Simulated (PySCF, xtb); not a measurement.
HO, SMILES [OH] (connectivity only; charge and spin as stated), charge -1, multiplicity 1.

Harmonic wavenumbers (cm⁻¹) from GFN2-xTB in xtb at its own minimum, in rising order: 3398.

**Question.** What does r2SCAN-D4/def2-TZVPD run with PySCF give at its own minimum? (An estimate is asked for; the answer gives what the named calculation found.)

**Answer.** 3737. Paired by order, the mean absolute difference is 339 cm⁻¹ and the zero-point energies are 4.9 and 5.3 kcal/mol.
